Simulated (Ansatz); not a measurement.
How far each method lies from UCCSDT(Q) for HAl–C–O, triplet

Geometry: a PBE0/def2-TZVP stationary point for this spin, not checked as a minimum.

```xyz
4

Al    0.0000   -0.1061    1.2725
C     0.0000    0.0837   -0.6437
O     0.0000    0.0363   -1.7922
H     0.0000    1.2690    2.0556
```

Basis cc-pVTZ; Ansatz 0.2.0. Correlated methods freeze the noble-gas cores, which leaves 14 electrons in 101 orbitals. Prefix R: restricted or restricted open-shell reference; prefix U: unrestricted.

Full CI isn't at hand for all of this; UCCSDT(Q) serves as the reference, and is uncertain by about the last step of the cluster series. The frozen core follows each run's orbitals, which can shift R against U totals by a few meV.

```
UHF ⟨S²⟩                          : 2.014
T1 diagnostic (RCCSD)             : 0.0253
largest doubles amplitude (RCCSD) : 0.059
T1 diagnostic (UCCSD)             : 0.0240
```

| level | E − E(RHF) (eV) |
| --- | --- |
| UHF | -0.0876 |
| RMP2 | -11.5087 |
| UMP2 | -11.4714 |
| RCCSD | -11.8445 |
| UCCSD | -11.8496 |
| RCCSD(T) | -12.4191 |
| UCCSD(T) | -12.4180 |

**Question.** Estimate how far UCCSDT(Q) in cc-pVTZ lies from RCCSD(T). The table doesn't fix it; the size of (T) and the diagnostics are the guide.

**Answer.** UCCSDT(Q) in cc-pVTZ lies 1.48 kcal/mol below RCCSD(T), which is 11 % of the (T) step (-13.25 kcal/mol). The diagnostics are small and the rest is a small part of (T), but (T) is large here. The miss exceeds 1 kcal/mol.

The other levels:

```tsv
level	E − E(UCCSDT(Q)) (kcal/mol)	share of correlation (%)	wall time
BCCD(T)	1.40	99.52	3.1 s (H100)
RCCSDT	1.00	99.65	–
UCCSDT	0.96	99.67	–
RCCSDT(Q)	0.17	99.94	48 s (H100)
```

The correlation energy at UCCSDT(Q), counted from RHF, is -12.483 eV. That run took 38 s on 2 threads of AMD EPYC 7R13 with a shared H100 80 GB, shared host.

Times hold each run's SCF and search for its determinant on a shared host, so for small cases they say little of a method's own cost. Some runs computed forces too.

Atomization energy (electronic, same basis, no zero-point term; atoms at the same level, unrestricted beside the R rows where the molecule is a closed shell, with restricted open-shell steps beyond CCSDT(Q)) at UCCSDT(Q): 1292.9 kJ/mol. Errors of other levels:

```
    level  error (kJ/mol)
      RHF          -365.0
      UHF          -395.6
     RMP2            60.0
     UMP2            57.1
    RCCSD           -40.8
    UCCSD           -41.7
 RCCSD(T)            -2.3
 UCCSD(T)            -2.9
  BCCD(T)            -1.9
   RCCSDT            -3.5
   UCCSDT            -3.8
RCCSDT(Q)            -0.2
```

This basis is far from its limit, so the value isn't to be set against a measured one.
